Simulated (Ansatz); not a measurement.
```yaml
crystal:
  periodic: [false, false, false]
  atoms:
    - {symbol: N, position_ang: [-1.029576, 1.269751, -0.198809]}
    - {symbol: C, position_ang: [-0.066692, 0.676365, 0.353368]}
    - {symbol: C, position_ang: [0.466683, -0.678102, 0.004764]}
    - {symbol: F, position_ang: [-0.237583, -1.237046, -1.033346]}
    - {symbol: H, position_ang: [-1.417714, 0.688270, -0.945293]}
    - {symbol: H, position_ang: [0.457628, 1.171061, 1.177764]}
    - {symbol: H, position_ang: [0.398552, -1.344118, 0.872980]}
    - {symbol: H, position_ang: [1.520802, -0.603380, -0.287227]}
basis:
  gaussian: {orbitals: aug-cc-pVTZ}
magnetization: {spin_polarized: true, initial_magnetization: 1}
hamiltonian: {xc: {name: B2PLYP}}
output: {forces: true}
```

```sh
$ ansatz run in.yaml --threads 2 --pin off --events-out ev --progress --plain --max-ram 4352MiB
```

Shortened log:

```
Error: a molecule whose nuclei and cores have a total charge of 32 cannot have a net charge of 0 together with 1 unpaired electrons
```

Problem. Something in this input is off. What?

Solution. The number of unpaired electrons doesn't fit the electron count. The input was rejected before any iteration.
